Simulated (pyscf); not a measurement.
A first-order saddle from PySCF, ωB97X-D3(BJ)/def2-SVP:

```
N
H 1 1.0158
Si 1 1.7078 2 118.15
Si 1 1.7869 2 117.27 3 -167.53
N 4 1.6797 1 109.51 2 61.14
H 5 1.0189 4 115.08 1 -144.07
H 3 1.4914 1 114.05 2 126.60
H 3 1.4946 7 109.29 1 124.25
N 3 1.7959 7 108.09 8 113.12
H 9 1.0205 3 113.34 7 -78.05
H 9 1.0223 10 106.80 3 -123.58
H 4 1.5061 5 116.72 6 -19.90
H 4 1.5237 12 105.03 1 102.95
H 9 1.8267 10 117.99 11 -112.38
N 14 1.0570 9 164.35 10 164.29
H 15 1.0193 14 114.98 9 -163.13
H 15 1.0542 16 116.26 14 -128.54
H 15 1.0594 16 116.31 14 130.75
```
Charge 0, spin multiplicity 1.

Surface: singlet, charge 0. Lowest wavenumbers (cm⁻¹): 727i, 63, 93, 111, 158.

**Question.** Which two sides does it connect, and which bonds change?

**Answer.** H₂N–SiH₂–NH–SiH₂–NH₂ (SMILES N[SiH2]N[SiH2]N) + NH₃ (SMILES N) ⇌ H₂N–SiH₂–NH–SiH₂–NH₂ (SMILES N[SiH2]N[SiH2]N) + NH₃ (SMILES N), a four-centre exchange read from left to right: H–N, H–N broken and H–N, H–N formed. At ωB97M-D3(BJ)/def2-TZVP it lies +1.65 eV from the left side and +1.65 eV from the right (each side as separated species at their lowest minima found). On the reactant side the descent ends in a complex (not fully relaxed), 0.29 eV under the separated species and 2.00 eV under the saddle at ωB97X-D3(BJ)/def2-TZVP. On the product side the descent ends in a complex, 0.29 eV under the separated species and 2.00 eV under the saddle at ωB97X-D3(BJ)/def2-TZVP. One saddle was located; it need not be the lowest between these sides.
